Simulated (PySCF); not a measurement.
Geometry:
```csv
atom,x (Å),y (Å),z (Å)
O1,-0.988,-1.196,-0.774
S2,-0.415,-0.058,-0.109
O3,-0.430,1.279,-0.661
O4,1.118,-0.415,0.256
H5,-0.915,-0.016,1.164
H6,1.650,0.377,0.082
```

Geometry: PBE0-D3(BJ)/def2-SVP; GIAO absolute shieldings from PySCF 2.14.0 with density-fitted response routines, gas phase, non-relativistic, averaged over equivalent atoms.

At PBE0/cc-pVTZ (152 basis functions, 14 s wall time on 1 thread of an Arm Neoverse N1, shared host):
```tsv
atoms	σ (ppm)
O1/O3	88.0
O4	122.2
S2	228.9
H5	20.36
H6	26.46
```

Q: Predict the values at WP04/pcSseg-2 on the same geometry.

A: 
| atoms | σ at WP04/pcSseg-2 | change |
| --- | --- | --- |
| O1/O3 | 72.5 | -15.5 |
| O4 | 105.8 | -16.4 |
| S2 | 159.6 | -69.3 |
| H5 | 20.86 | +0.50 |
| H6 | 26.32 | -0.14 |

The largest change is at S2 (sulfonyl sulfur). Cost: 179 basis functions, 16 s wall time on 1 thread of an Arm Neoverse N1, shared host.
